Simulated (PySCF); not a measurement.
## Orbital picture of LiS

UHF at R = 2.164 Å; PySCF, no relativity, basis sets Li pcseg-1, S pcseg-1. State: ²Π (doublet), unpaired electrons π ↑. Only the outer orbitals are listed, counted within each symmetry.

```
spin  orbital  occ.  ε (eV)  on Li (%)   main shells (%)
   α       5σ     1  -23.16          2            98 S s
   α       2π     1  -10.38          2            98 S p
   α       6σ     1   -9.46         10            89 S p
   α       2π     1   -8.69          3            97 S p
   α       7σ     0   -0.20         99  71 Li s, 28 Li p
   α       3π     0    1.81        103          103 Li p
   α       3π     0    2.00        101          101 Li p
   β       5σ     1  -20.38          4            96 S s
   β       6σ     1   -8.90         11            88 S p
   β       2π     1   -8.03          4            96 S p
   β       7σ     0   -0.19         99  70 Li s, 30 Li p
   β       2π     0    0.82         64   64 Li p, 36 S p
   β       3π     0    2.02        100          100 Li p
```

Which are the highest filled and the lowest empty level, where do they sit, and how wide is the gap?

Highest filled β 2π at -8.03 eV (in %: 96 S p); lowest empty α 7σ at -0.20 eV (in %: 71 Li s, 28 Li p); the gap at UHF is 7.83 eV.

- bond order (Mayer): 0.62
- ⟨S²⟩: 0.757
- charge on Li (Mulliken, basis-dependent): 0.65
- charge on Li (Löwdin, basis-dependent): 0.38
- dipole moment (positive dipole means Li(−)S(+)): -7.74 D
- polarisability along the bond: 32.3 bohr³
- polarisability across the bond: 20.0 bohr³

Shares are Mulliken populations and can fall outside 0 to 100 %.

The state was picked by a PBE0 search and need not be the measured ground state.
